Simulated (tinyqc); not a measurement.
Inside a calculation. Method: harmonic frequencies on the unrestricted B3LYP (VWN-RPA form)/sto-3g surface (energies and gradients from PySCF), for CH2, spin multiplicity 3. Computed by tinyqc, a small Python program that keeps every step (integrals from PySCF). Settings: charge = 0, multiplicity = 3, basis = sto-3g, functional = b3lyp, delta = 0.01. Command: `OMP_NUM_THREADS=1 python tinyqc.py 26811 26812 out.jsonl` (the two numbers bound the seeds that draw the settings). One thread of a shared host (Intel(R) Xeon(R) Processor @ 2.60GHz), about 20 s of CPU time with the checks.

## One row of the Hessian: 1Cy

optimised positions (bohr):
```
,x,y,z
1C,-0.00238,0.00556,0.19326
2H,0.00262,1.88623,1.07373
3H,0.02432,-1.81616,1.18965
```

gradient at +delta (hartree/bohr):
```
,x,y,z
1C,-0.0000378,0.0068006,-0.0000826
2H,-0.0000097,-0.0035322,-0.0016801
3H,0.0000474,-0.0032709,0.0017627
```

gradient at -delta (hartree/bohr):
```
,x,y,z
1C,0.0000394,-0.0068005,0.0001973
2H,0.0000094,0.0034576,0.0016238
3H,-0.0000489,0.0033404,-0.0018212
```

Displace 1Cy by +/-0.01 bohr; H(k, :) = (g(+) - g(-)) / (2 delta).

row of the Hessian (hartree/bohr^2): 1Cx -0.0038642, 1Cy 0.6800592, 1Cz -0.0139944, 2Hx -0.0009552, 2Hy -0.3494907, 2Hz -0.1651978, 3Hx 0.0048183, 3Hy -0.3305645, 3Hz 0.1791966

## Hessian by finite differences

All rows are made in the same way, and the matrix is symmetrised.

Hessian (symmetrised) (hartree/bohr^2), lower triangle:
```
,1Cx,1Cy,1Cz,2Hx,2Hy,2Hz,3Hx,3Hy,3Hz
1Cx,0.0001131
1Cy,-0.0038635,0.6800592
1Cz,0.0040410,-0.0139956,0.2326848
2Hx,-0.0000272,-0.0009549,-0.0011743,0.0000204
2Hy,-0.0002153,-0.3494887,-0.1218150,0.0005630,0.3519777
2Hz,-0.0009433,-0.1651752,-0.1069114,0.0008172,0.1429715,0.0925814
3Hx,-0.0000798,0.0048179,-0.0028672,0.0000027,-0.0003476,0.0001262,0.0000753
3Hy,0.0040784,-0.3305694,0.1358124,0.0003921,-0.0024862,0.0222105,-0.0044701,0.3330516
3Hz,-0.0030983,0.1791729,-0.1257787,0.0003572,-0.0211550,0.0143325,0.0027414,-0.1580265,0.1114489
```

## Normal modes

masses (u): 1C 12.00000, 2H 1.00782, 3H 1.00782

Diagonalise H_ij / sqrt(m_i m_j); the 6 smallest eigenvalues belong to translations and rotations; wavenumber = sqrt(eigenvalue / 1822.888) x 219474.63; each mode has its largest component positive (the first on a tie); zero-point energy = sum of wavenumbers / 2, with 349.755 1/cm per kcal/mol.

eigenvalues of the mass-weighted Hessian (hartree/(bohr^2 u)): 0.00000  0.00000  0.00000  0.00000  0.00001  0.00001  0.06543  0.41177  0.48110

harmonic wavenumbers of the vibrations (1/cm): 1314.9  3298.6  3565.5

mass-weighted modes:
```
,mode 1,mode 2,mode 3
1Cx,-0.00572,-0.00286,0.00201
1Cy,-0.01066,-0.00532,-0.34315
1Cz,-0.33902,-0.16939,0.01075
2Hx,0.01173,0.00123,0.00160
2Hy,-0.29751,0.64141,0.60147
2Hz,0.59482,0.27246,0.28158
3Hx,0.00801,0.00864,-0.00854
3Hy,0.33425,-0.62304,0.58263
3Hz,0.57504,0.31204,-0.31866
```

zero-point energy = 11.69258 kcal/mol
